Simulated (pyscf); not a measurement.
Structures and frequencies: ωB97X-D3(BJ)/def2-SVP in PySCF.

Question: Estimate the classical barrier height and the reaction energy of `[F][W]([F])(=[S])([SH])[SH]` → `[F][W]([F])(=[S])=[S]` + `[SH2]` at ωB97M-D3(BJ)/def2-TZVP. The step runs on the singlet surface, breaks H–S, S–W and forms H–S; take the reactant's lowest minimum found as zero.

Answer: ΔE‡ = 0.97 eV, ΔE = +0.17 eV. Zero-point energy shifts the barrier by -0.10 eV. It is an elimination, with an imaginary mode of 1096i cm⁻¹. On the product side the descent ends in an adduct with a S–W contact, 0.61 eV under the separated species and 1.08 eV under the saddle at ωB97X-D3(BJ)/def2-TZVP. What is counted as broken (S–W) persists as a longer contact in the product adduct; parting that adduct is a step of its own. This is the saddle that the search found; another between the same sides may lie lower. Elements past Kr carry the def2 core potentials, without spin-orbit coupling.
